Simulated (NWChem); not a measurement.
System meant: BeH cation; SMILES [BeH+]

Here is an NWChem input.

```
start job
memory heap 200 mb stack 900 mb global 1100 mb
charge 1
geometry units angstroms noautosym nocenter noautoz
  Be     0.000000     0.000000     0.251857
  H      0.000000     0.000000    -1.090495
end
basis spherical
  * library def2-svp
end
dft
  xc m06-2x
  iterations 150
end
property
  shielding
end
task dft property
```

End of the output:

```
 Vector    5  Occ=0.000000D+00  E=-2.754920D-01
              MO Center= -7.3D-12,  7.0D-12,  2.5D-01, r^2= 2.5D+00
   Bfn.  Coefficient  Atom+Function         Bfn.  Coefficient  Atom+Function
  ----- ------------  ---------------      ----- ------------  ---------------
     4      0.508300  1 Be px                 5     -0.486483  1 Be py
     7     -0.292233  1 Be px                 8      0.279690  1 Be py

 center of mass
 --------------
 x =   0.00000000 y =   0.00000000 z =   0.22079843

 moments of inertia (a.u.)
 ------------------
           5.832806191289           0.000000000000           0.000000000000
           0.000000000000           5.832806191289           0.000000000000
           0.000000000000           0.000000000000           0.000000000000

     Multipole analysis of the density
     ---------------------------------

     L   x y z        total         alpha         beta         nuclear
     -   - - -        -----         -----         ----         -------
     0   0 0 0      1.000000     -2.000000     -2.000000      5.000000

     1   1 0 0      0.000000      0.000000      0.000000      0.000000
     1   0 1 0     -0.000000     -0.000000     -0.000000      0.000000
     1   0 0 1      1.377967      0.767470      0.767470     -0.156974

     2   2 0 0     -2.658125     -1.329062     -1.329062      0.000000
     2   1 1 0      0.000000      0.000000      0.000000      0.000000
     2   1 0 1     -0.000000     -0.000000     -0.000000      0.000000
     2   0 2 0     -2.658125     -1.329062     -1.329062      0.000000
     2   0 1 1      0.000000      0.000000      0.000000      0.000000
     2   0 0 2     -1.234214     -3.193464     -3.193464      5.152714

          -----------------------------------------
          Chemical Shielding Tensors (GIAO, in ppm)
          -----------------------------------------

 ------------------------------------------------------------------------
  xm06: d2 not coded                    0
 ------------------------------------------------------------------------
 ------------------------------------------------------------------------
  current input line :
    18: task dft property
 ------------------------------------------------------------------------
 ------------------------------------------------------------------------
 This error has not yet been assigned to a category
 ------------------------------------------------------------------------
 For more information see the NWChem manual at https://nwchemgit.github.io

0: xm06: d2 not coded:Received an Error in Communication
```

Question: Can this run be used? If not, why, and what is the fix?

Answer: The run crashed. Cause: this functional's second derivatives, which shieldings need, aren't coded here; the fix takes a hybrid GGA instead. This input runs:
```
start job
memory heap 200 mb stack 900 mb global 1100 mb
charge 1
geometry units angstroms noautosym nocenter noautoz
  Be     0.000000     0.000000     0.251857
  H      0.000000     0.000000    -1.090495
end
basis spherical
  Be library def2-svp
  H library def2-svp
end
dft
  xc pbe0
  iterations 150
end
property
  shielding
end
task dft property
```
It converges to -14.89774 Ha (PBE0/def2-SVP, GIAO).
